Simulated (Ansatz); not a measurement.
System: diamond. Method: HSE06-D3(BJ) (plane waves, PAW; Ansatz, a first-principles code).

Run with plane-wave cutoff 460 eV, 12×12×12 k mesh, Fermi–Dirac smearing 0.01 eV, scalar-relativistic PAW data made under PBE.

The volume scan:

| V (Å³/atom) | E − E_lowest (meV/atom) |
|---|---|
| 5.225 | 23.91 |
| 5.363 | 6.16 |
| 5.500 | 0.00 |
| 5.638 | 4.19 |
| 5.775 | 17.58 |

**Question.** Fit the third-order Birch–Murnaghan equation and give B0 and B′.

**Answer.** V0 = 5.511 Å³/atom, B0 = 478 GPa, B′ = 3.5 (fit to the energies at full precision).

Measured, for comparison: bulk modulus 455 GPa (0 K value with the zero-point phonon effect removed; as tabulated in Mejia-Rodriguez and Trickey (2018), arXiv:1807.09216); equilibrium volume per atom 5.61 Å³/atom (static lattice: zero-point anharmonic expansion removed; as tabulated in Mejia-Rodriguez and Trickey (2018), arXiv:1807.09216). Computed (rounded) less measured: bulk modulus +5 %, equilibrium volume per atom -1.8 %.

The computed numbers hold no vibrational or temperature effects.

Cost on a shared machine: very roughly 7 core-minutes.
